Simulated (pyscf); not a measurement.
Addition across a multiple bond or ene-type step: `[Ge]=[Se]` [singlet] + `[H][H]` -> `[GeH][SeH]` [singlet]

Gas phase, singlet surface, charge 0. Bonds broken: H3–H4. Bonds formed: Ge1–H3, Se2–H4. Single points on ωB97X-D3(BJ)/def2-SVP structures (PySCF, gas phase).

Transition state (Å):

```xyz
4

Ge     0.0011    -0.6672     0.1944
Se    -1.6404     0.5528     1.1762
H     -1.2832    -1.1266    -0.9729
H     -1.7794    -0.4843    -0.3017
```

One imaginary mode, 1570i cm⁻¹; descent along it reached the two sides named.

```tsv
bond	change	reactant side (Å)	saddle	product side
H3–H4	breaks	0.761	1.053	2.7
Ge1–H3	forms	3.5	1.795	1.587
Se2–H4	forms	3.7	1.811	1.466
```

Electronic energies relative to the separated reactants (kcal/mol):

```
level                   barrier  reaction energy  reverse barrier
----------------------  -------  ---------------  ---------------
ωB97X-D3(BJ)/def2-TZVP     34.2             +1.6             32.6
PBE/def2-TZVP              27.6             +4.8             22.8
r²SCAN/def2-TZVP           30.0             +4.6             25.4
B3LYP-D3(BJ)/def2-TZVP     33.5             +5.1             28.4
PBE0-D3(BJ)/def2-TZVP      28.9             +2.0             26.9
M06-2X/def2-TZVP           34.4             +5.1             29.3
ωB97M-D3(BJ)/def2-TZVP     34.3             +3.1             31.1
HF/def2-TZVP               47.3             +3.5             43.8
```

With ωB97M-D3(BJ)/def2-TZVP energies and thermal terms (ideal gas, 1 atm, RRHO with modes under 100 cm⁻¹ raised to 100, one conformer, R ln 2 for chiral ones without a mode under 150 cm⁻¹), in kcal/mol:

```tsv
T (K)	ΔH‡	ΔG‡	ΔH	ΔG
298	33.5	40.6	+4.3	+11.1
600	32.5	48.4	+3.9	+18.1
900	32.2	56.4	+4.0	+25.3
1200	32.2	64.5	+4.4	+32.3
```

At the saddle there is also a short Ge–H contact that neither side keeps. This is the saddle that the search found; another between the same sides may lie lower. Elements up to Kr have no core potential and no relativistic terms here.
